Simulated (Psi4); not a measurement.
# CF3 (trifluoromethyl radical) at UMP2/pcseg-3 (density fitting, density fitting for correlation, sweep point 4)

Aim: the energy change on altering one bond length of CF3 (trifluoromethyl radical) at UMP2/pcseg-3 (density fitting, density fitting for correlation, sweep point 4), from 2 runs. 

The calculation is run with Psi4 1.11.

### 1 The system as given

CF3: 4 atoms, total charge 0, spin state doublet. As SMILES, `F[C](F)F`. Geometry: relaxed at PBE0-D4/def2-TZVP.

Bond lengths: F1–C2 1.313 Å, C2–F3 1.313 Å, C2–F4 1.313 Å. Angles: F1–C2–F3 111.4°, F1–C2–F4 111.4°, F3–C2–F4 111.4°.

### 2 The energy at UMP2/pcseg-3 (density fitting, density fitting for correlation, sweep point 4)

cf3.py

```python
import psi4

psi4.set_memory('1600 MB')
psi4.set_num_threads(1)
psi4.set_output_file('psi4.out', False)

m = psi4.geometry("""
0 2
F     -1.227500     0.024900     0.265400
C     -0.039500    -0.059500    -0.286700
F      0.658900    -1.044900     0.227300
F      0.608100     1.079500    -0.205900
units angstrom
symmetry c1
""")

psi4.set_options({
    'basis': 'pcseg-3',
    'reference': 'uhf',
    'puream': True,
    'scf_type': 'df',
    'num_frozen_docc': 4,
    'maxiter': 150,
})

energy_value, wavefunction = psi4.energy('mp2', return_wfn=True)
print(f'mp2 energy: {energy_value:.10f} Eh')
for k, v in sorted(psi4.core.scalar_variables().items()):
    print(f'{k:45s} {v:18.10f}')
```

Command:

```console
$ python cf3.py
```

psi4.out:

```text
[...]
  Running in c1 symmetry.
[...]
  Nuclear repulsion =  124.596026532847389
[...]
  Multiplicity = 2
[...]
  Nalpha       = 17
  Nbeta        = 16
[...]
    Number of basis functions: 240
[...]
   @DF-UHF iter   1:  -336.20440670873006   -5.39646e-01   2.02624e-03 DIIS/ADIIS
[...]
   @DF-UHF iter  12:  -336.29487151909848   -3.59250e-11   9.80474e-09 DIIS
[...]
   @S^2 Observed:                7.542266732E-01
[...]
    Orbital Energies [Eh]
    ---------------------
    Alpha Occupied:
       1A    -26.365403     2A    -26.365367     3A    -26.365335
       4A    -11.523294     5A     -1.766207     6A     -1.672308
       7A     -1.672245     8A     -0.998656     9A     -0.857987
      10A     -0.857958    11A     -0.850631    12A     -0.743006
      13A     -0.742976    14A     -0.697787    15A     -0.697756
      16A     -0.678144    17A     -0.480605
    Alpha Virtual:
      18A      0.113282    19A      0.120651    20A      0.120655
      21A      0.182972    22A      0.289010    23A      0.289021
      24A      0.310280    25A      0.310287    26A      0.325436
[...]
  @DF-UHF Final Energy:  -336.29487151909848
   => Energetics <=
    Nuclear Repulsion Energy =            124.5960265328473895
    One-Electron Energy =                -715.8988220254522048
    Two-Electron Energy =                 255.0079239735063084
    Total Energy =                       -336.2948715190984785
  UHF NO Occupations:
  HONO-2 :   15  A 1.9996439
  HONO-1 :   16  A 1.9989086
[...]
 Multipole Moments:
 ------------------------------------------------------------------------------------
     Multipole            Electronic (a.u.)      Nuclear  (a.u.)        Total (a.u.)
 ------------------------------------------------------------------------------------
 L = 1.  Multiply by 2.5417464519 to convert [e a0] to [Debye]
 Dipole X            :         -0.0052418           -0.0259235           -0.0311654
 Dipole Y            :         -0.0082527           -0.0390494           -0.0473020
 Dipole Z            :         -0.0385436           -0.1881753           -0.2267190
 Magnitude           :                                                    0.2336884
[...]
```

The script printed:

```text
mp2 energy: -337.2353764622 Eh
CURRENT CORRELATION ENERGY                         -0.9405049431
CURRENT ENERGY                                   -337.2353764622
CURRENT REFERENCE ENERGY                         -336.2948715191
CUSTOM SCS-MP2 CORRELATION ENERGY                  -0.9164281752
CUSTOM SCS-MP2 TOTAL ENERGY                      -337.2112996943
DD SOLVATION ENERGY                                 0.0000000000
HF KINETIC ENERGY                                 336.1828279676
HF POTENTIAL ENERGY                              -672.4776994867
HF TOTAL ENERGY                                  -336.2948715191
HF VIRIAL RATIO                                     2.0003332816
MP2 CORRELATION ENERGY                             -0.9405049431
MP2 DOUBLES ENERGY                                 -0.9405049431
MP2 OPPOSITE-SPIN CORRELATION ENERGY               -0.6956844548
MP2 SAME-SPIN CORRELATION ENERGY                   -0.2448204882
MP2 SINGLES ENERGY                                 -0.0000000000
MP2 TOTAL ENERGY                                 -337.2353764622
NUCLEAR REPULSION ENERGY                          124.5960265328
ONE-ELECTRON ENERGY                              -715.8988220255
PCM POLARIZATION ENERGY                             0.0000000000
PE ENERGY                                           0.0000000000
SCF ITERATION ENERGY                             -336.2948715191
SCF ITERATIONS                                     12.0000000000
SCF TOTAL ENERGY                                 -336.2948715191
SCS-MP2 CORRELATION ENERGY                         -0.9164281752
SCS-MP2 TOTAL ENERGY                             -337.2112996943
TWO-ELECTRON ENERGY                               255.0079239735
```

Run time: 9.3 s. Hardware: 1 thread of Intel Xeon Platinum 8175M at 2.50GHz (Skylake/Cascade Lake), shared host; peak memory 0.5 GiB.

### 3 The distorted shape, same level

calc.py

```python
import psi4

psi4.set_memory(1600000000)
psi4.set_num_threads(1)
psi4.core.set_output_file('cf3.out', False)

geom = psi4.geometry("""
0 2
F     -1.576684     0.517577     0.008412
C     -0.388684     0.433177    -0.543688
F      0.658900    -1.044900     0.227300
F      0.258916     1.572177    -0.462888
symmetry c1
""")

psi4.set_options(dict(reference='uhf', puream=True, scf_type='df', num_frozen_docc=4, maxiter=150))

e_tot, wfn = psi4.energy('mp2/pcseg-3', return_wfn=True)
print('E =', round(e_tot, 9))
for k, v in sorted(psi4.core.scalar_variables().items()):
    print(f'{k:45s} {v:18.10f}')
```

Command:

```console
$ python calc.py
```

cf3.out:

```text
[...]
  Running in c1 symmetry.
[...]
  Nuclear repulsion =  109.144810445017356
[...]
  Multiplicity = 2
[...]
  Nalpha       = 17
  Nbeta        = 16
[...]
    Number of basis functions: 240
[...]
   @DF-UHF iter   1:  -335.96876083967913   -9.63599e-01   2.68385e-03 ADIIS/DIIS
[...]
   @DF-UHF iter  25:  -336.19060173015009   -2.05773e-11   5.05635e-09 DIIS
[...]
   @S^2 Observed:                1.045646553E+00
[...]
    Orbital Energies [Eh]
    ---------------------
    Alpha Occupied:
       1A    -26.390980     2A    -26.390953     3A    -26.363824
       4A    -11.506042     5A     -1.751037     6A     -1.685886
       7A     -1.628541     8A     -0.981723     9A     -0.845179
      10A     -0.830293    11A     -0.812366    12A     -0.758103
      13A     -0.726443    14A     -0.710205    15A     -0.692746
      16A     -0.689844    17A     -0.520772
    Alpha Virtual:
      18A      0.103617    19A      0.121709    20A      0.127244
      21A      0.143353    22A      0.192202    23A      0.278898
      24A      0.289491    25A      0.306765    26A      0.307303
[...]
  @DF-UHF Final Energy:  -336.19060173015009
   => Energetics <=
    Nuclear Repulsion Energy =            109.1448104450173560
    One-Electron Energy =                -685.2460115918961492
    Two-Electron Energy =                 239.9105994167287292
    Total Energy =                       -336.1906017301500924
  UHF NO Occupations:
  HONO-2 :   15  A 1.9990968
  HONO-1 :   16  A 1.8427186
[...]
 Multipole Moments:
 ------------------------------------------------------------------------------------
     Multipole            Electronic (a.u.)      Nuclear  (a.u.)        Total (a.u.)
 ------------------------------------------------------------------------------------
 L = 1.  Multiply by 2.5417464519 to convert [e a0] to [Debye]
 Dipole X            :         -0.1500444           -0.0832152           -0.2332596
 Dipole Y            :          0.2757177            0.0417856            0.3175034
 Dipole Z            :          0.0325941           -0.2303401           -0.1977460
 Magnitude           :                                                    0.4408196
[...]
```

Standard output:

```text
E = -337.103029449
CURRENT CORRELATION ENERGY                         -0.9124277191
CURRENT ENERGY                                   -337.1030294493
CURRENT REFERENCE ENERGY                         -336.1906017302
CUSTOM SCS-MP2 CORRELATION ENERGY                  -0.8924520238
CUSTOM SCS-MP2 TOTAL ENERGY                      -337.0830537540
DD SOLVATION ENERGY                                 0.0000000000
HF KINETIC ENERGY                                 335.9265337965
HF POTENTIAL ENERGY                              -672.1171355266
HF TOTAL ENERGY                                  -336.1906017302
HF VIRIAL RATIO                                     2.0007860883
MP2 CORRELATION ENERGY                             -0.9124277191
MP2 DOUBLES ENERGY                                 -0.9124277191
MP2 OPPOSITE-SPIN CORRELATION ENERGY               -0.6788185970
MP2 SAME-SPIN CORRELATION ENERGY                   -0.2336091221
MP2 SINGLES ENERGY                                 -0.0000000000
MP2 TOTAL ENERGY                                 -337.1030294493
NUCLEAR REPULSION ENERGY                          109.1448104450
ONE-ELECTRON ENERGY                              -685.2460115919
PCM POLARIZATION ENERGY                             0.0000000000
PE ENERGY                                           0.0000000000
SCF ITERATION ENERGY                             -336.1906017302
SCF ITERATIONS                                     25.0000000000
SCF TOTAL ENERGY                                 -336.1906017302
SCS-MP2 CORRELATION ENERGY                         -0.8924520238
SCS-MP2 TOTAL ENERGY                             -337.0830537540
TWO-ELECTRON ENERGY                               239.9105994167
```

It took 11 s on 1 thread of Intel Xeon Platinum 8175M at 2.50GHz (Skylake/Cascade Lake), shared host; peak memory 0.5 GiB.

### 4 Outcome

Level: UMP2/pcseg-3 (density fitting, density fitting for correlation, sweep point 4), 4 core orbitals frozen.

| quantity | value |
| --- | --- |
| first shape: total energy | -337.23538 Eh |
| first shape: HOMO energy (Hartree–Fock orbitals) (highest over α and β) | -13.08 eV |
| first shape: LUMO energy (Hartree–Fock orbitals) (lowest over α and β) | 2.02 eV |
| first shape: correlation energy (4 core orbitals frozen) | -940.5 mEh |
| first shape: ⟨S²⟩ of the reference determinant | 0.754 |
| distorted shape: total energy | -337.10303 Eh |
| distorted shape: HOMO energy (Hartree–Fock orbitals) (highest over α and β) | -13.94 eV |
| distorted shape: LUMO energy (Hartree–Fock orbitals) (lowest over α and β) | 1.08 eV |
| distorted shape: correlation energy (4 core orbitals frozen) | -912.4 mEh |
| distorted shape: ⟨S²⟩ of the reference determinant | 1.046 |
| energy change with the C2–F3 bond stretched from 1.313 to 1.969 Å | 3.601 eV |

**Reading.** With the C2–F3 bond stretched from 1.313 to 1.969 Å the energy rises by 3.60 eV (83 kcal/mol). The first shape isn't relaxed at this level, so the change isn't measured from a minimum. ⟨S²⟩ (distorted shape) is 1.05 where a pure doublet has 0.75: the reference is spin-contaminated.
